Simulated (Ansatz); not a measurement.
Basis-set extrapolation for `CC1(Cl)CO1` (PBE0-D4/def2-TZVP geometry, frozen core, the Gaussian-basis code of Ansatz). Multiplicity 1, RHF reference.

```tsv
	def2-TZVPP	def2-QZVPP
HF	-650.920472	-650.942036
MP2 correlation	-0.929499	-0.999793
CCSD(T) correlation	-1.008109	not run
```

Energies in hartree. Use E(X) = E(∞) + A·exp(−7.88·√X) for Hartree–Fock and E(X) = E(∞) + B·X^(−2.97) for correlation, with X = 3 and 4, and add CCSD(T) minus MP2 of the smaller set to the MP2 limit.

**Question.** What is the CCSD(T) energy at the basis-set limit?

**Answer.** HF limit: -650.942036 + (-0.021564) × 0.13774 = -650.94501. MP2 limit: -0.999793 + (-0.070294) × 0.74074 = -1.05186. Higher-order term: -1.008109 − (-0.929499) = -0.07861. Total: -652.07548 hartree, 4.00 eV below CCSD(T)/def2-TZVPP.
